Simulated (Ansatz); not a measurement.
An input meant for AlCl2H (AlHCl2) (charge 0, singlet).

```yaml
crystal:
  periodic: [false, false, false]
  atoms:
    - {symbol: Al, position_ang: [-0.137428, -0.230156, 0.000388]}
    - {symbol: Cl, position_ang: [3.799006, -0.236920, 0.026579]}
    - {symbol: Cl, position_ang: [-2.009448, 3.232696, -0.030433]}
    - {symbol: H, position_ang: [-1.652112, -2.765620, 0.003485]}
basis:
  gaussian: {orbitals: cc-pVTZ-DK}
hamiltonian: {xc: {name: wB97X}}
scf: {omitted_lower_state_checks: [starts]}
```

```sh
$ ansatz run in.yaml --threads 4 --pin off --events-out ev --progress --plain --max-ram 3916MiB
```

It prints (some lines left out):

```
Functional definition: wB97X
909 factors; their error is unknown
168 factors; integrals over basis functions are off by at most 1.1e-4 eV
mean field evaluation 1: about -31731.3872 eV, gradient 3.4e1 eV
mean field evaluation 2: about -31630.1171 eV, gradient 1.5e2 eV
mean field evaluation 4: about -31735.0499 eV, gradient 1.5e1 eV
mean field evaluation 8: about -31735.0498 eV, gradient 1.5e1 eV
mean field evaluation 16: about -31740.3297 eV, gradient 2.2e-2 eV
mean field -31740.32971155 eV, -1166.4356025312 hartree, gradient 1.3e-5 eV, S^2 0.000000; 0 other end points of the search recorded, 0 dependent functions left out
reference -31740.32967361 eV, -1166.4356011370 hartree; 24, 24 occupied and 92, 92 virtual orbitals, 909 factors
Total energy: -31740.32967361 eV, -1166.4356011370 hartree
Relativity: scalar
Checks for a lower state left out: starts
```

In this input the coordinates are in bohr but typed as ångström. Self-consistency was reached. The result belongs to that input, not to the species as meant.

DK, ANO-RCC and x2c sets are all-electron and run with scalar relativity unless a key says otherwise.
